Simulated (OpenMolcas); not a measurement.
# MN15/ANO-RCC-VDZP (DKH2) run of C4H8O2 (2-methyl-1,3-dioxolane)

Aim: the vertical electron affinity of C4H8O2 (2-methyl-1,3-dioxolane) at MN15/ANO-RCC-VDZP (DKH2), from 2 runs. 

Program for the calculation: OpenMolcas 26.06.

**1. The structure to begin with**

C4H8O2: 14 atoms, total charge 0, spin state singlet. As SMILES, `CC1OCCO1`. The coordinates come from a GFN2-xTB relaxation. This is one conformer, not always the lowest.

Bond lengths: C1–C2 1.518 Å, C2–O3 1.402 Å, O3–C4 1.407 Å, C4–C5 1.537 Å, C2–O6 1.416 Å, C5–O6 1.414 Å, C1–H7 1.085 Å, C1–H8 1.086 Å, C1–H9 1.085 Å, C2–H10 1.111 Å, C4–H11 1.100 Å, C4–H12 1.089 Å, C5–H13 1.096 Å, C5–H14 1.094 Å. Some angles: C1–C2–O3 110.7°, C1–C2–O6 111.1°, O3–C2–O6 106.9°, C2–O3–C4 105.7°, O3–C4–C5 103.1°, C4–C5–O6 104.0°, C2–O6–C5 108.4°, C1–C2–H10 110.2°, O3–C2–H10 109.7°, O6–C2–H10 108.2°.

**2. A single-point energy at MN15/ANO-RCC-VDZP (DKH2)**

Input file job.input:

```
* C4H8O2 Kohn-Sham DFT
>>> EXPORT MOLCAS_PRINT=2

&gateway
 coord
 14
 bohr
 C      0.01899175    -2.84942354    -2.62719174
 C     -0.59040713    -1.30457243    -0.28720058
 O      1.60630500    -0.82530009     1.11471165
 C      1.12276188     1.41035930     2.46881380
 C     -0.55869753     2.93130537     0.65199331
 O     -1.62539123     1.07368569    -0.94629925
 H      0.78818587    -4.66427871    -2.06095421
 H      1.40300826    -1.84410814    -3.76142426
 H     -1.69408278    -3.12209212    -3.72011485
 H     -1.98683915    -2.31884513     0.90933621
 H      0.10614592     0.98762756     4.23088892
 H      2.92032606     2.31440428     2.89702574
 H      0.55047722     4.24938934    -0.49726253
 H     -2.06078413     3.96182972     1.62764001
 basis=ANO-RCC-VDZP
 group=NoSym

&seward
 gridinput
 Grid=UltraFine
 End of Grid

&scf
 ksdft=2
 1.0 HYB_MGGA_X_MN15
 1.0 MGGA_C_MN15
 prorbitals=0
```

On the command line:

```sh
$ export MOLCAS_MEM=1860
$ pymolcas job.input > job.log
```

Standard output:

```text
--- Start Module: gateway ---
[...]
--- Stop Module: gateway /rc=_RC_ALL_IS_WELL_ ---
--- Start Module: seward ---
[...]
      Basis functions          124
--- Stop Module: seward /rc=_RC_ALL_IS_WELL_ ---
[...]
--- Start Module: scf ---
[...]
       Convergence after  12 Iterations
[...]
::    Total KS-DFT energy                            -307.6555212785
[...]
      Total spin, S                                     0.0000000000
[...]
      Total electronic charge=   48.000000
      Total            charge=   -0.000000
[...]
      Dipole Moment (debye):
      Origin of the operator (angstrom)=   -0.0022    0.0348    0.0288
                   X= -4.8102E-03               Y=  6.1451E-01               Z=  9.3551E-01           Total=  1.1193E+00
      Quadrupole Moment (debye*angstrom):
[...]
--- Stop Module: scf /rc=_RC_ALL_IS_WELL_ ---
[...]
```

Wall time 2.9 min (1 thread of Arm Neoverse V1, shared host); peak memory 0.83 GiB.

**3. The doublet anion, same level**

Input file job.input:

```
* C4H8O2 Kohn-Sham DFT

&GATEWAY
  Coord
  14
  bohr
  C      0.01899175    -2.84942354    -2.62719174
  C     -0.59040713    -1.30457243    -0.28720058
  O      1.60630500    -0.82530009     1.11471165
  C      1.12276188     1.41035930     2.46881380
  C     -0.55869753     2.93130537     0.65199331
  O     -1.62539123     1.07368569    -0.94629925
  H      0.78818587    -4.66427871    -2.06095421
  H      1.40300826    -1.84410814    -3.76142426
  H     -1.69408278    -3.12209212    -3.72011485
  H     -1.98683915    -2.31884513     0.90933621
  H      0.10614592     0.98762756     4.23088892
  H      2.92032606     2.31440428     2.89702574
  H      0.55047722     4.24938934    -0.49726253
  H     -2.06078413     3.96182972     1.62764001
  Basis = ANO-RCC-VDZP
  Group = NoSym

&SEWARD
  GridInput
  Grid=UltraFine
  End of Grid

&SCF
  UHF
  Charge = -1
  Spin = 2
  KSDFT = 2
  1.0 HYB_MGGA_X_MN15
  1.0 MGGA_C_MN15
  PrOrbitals = 0
```

On the command line:

```sh
$ export MOLCAS_MEM=1860
$ pymolcas job.input > job.log
```

Standard output:

```text
--- Start Module: gateway ---
[...]
--- Stop Module: gateway /rc=_RC_ALL_IS_WELL_ ---
--- Start Module: seward ---
[...]
      Basis functions          124
--- Stop Module: seward /rc=_RC_ALL_IS_WELL_ ---
[...]
--- Start Module: scf ---
[...]
       Convergence after  20 Iterations
[...]
::    Total KS-DFT energy                            -307.5919159867
[...]
      Total spin, S                                     0.5003890744
[...]
      Total electronic charge=   49.000000
      Total            charge=   -1.000000
[...]
      Dipole Moment (debye):
      Origin of the operator (angstrom)=   -0.0022    0.0348    0.0288
                   X= -1.6709E-01               Y= -2.0289E+00               Z= -2.0079E+00           Total=  2.8594E+00
      Center of Charge (angstrom)
[...]
--- Stop Module: scf /rc=_RC_ALL_IS_WELL_ ---
[...]
```

Wall time 6.9 min (1 thread of Arm Neoverse V1, shared host); peak memory 0.83 GiB.

**4. What came out**

At MN15/ANO-RCC-VDZP (DKH2):

| quantity | value |
| --- | --- |
| singlet C4H8O2: total energy | -307.65552 Eh |
| singlet C4H8O2: dipole moment | 1.12 D |
| singlet C4H8O2: HOMO energy | -8.14 eV |
| singlet C4H8O2: LUMO energy | 1.48 eV |
| singlet C4H8O2: HOMO–LUMO gap | 9.62 eV |
| doublet anion: total energy | -307.59192 Eh |
| doublet anion: HOMO energy (highest over α and β) | 2.48 eV |
| doublet anion: LUMO energy (lowest over α and β) | 4.17 eV |
| doublet anion: ⟨S²⟩ | 0.751 |
| vertical electron affinity (to the doublet anion) | -1.731 eV |

**Reading.** This program's gradients are faulty for this kind of reference, so any forces in the log (doublet anion) can't be trusted; the energy can. The anion lies 1.73 eV (167 kJ/mol) above the neutral: the electron isn't bound at this level, and such a value depends on the basis. Without diffuse functions anions come out too high. The HOMO (doublet anion) lies at positive energy, 2.48 eV; only total energies tell whether the electron is bound.
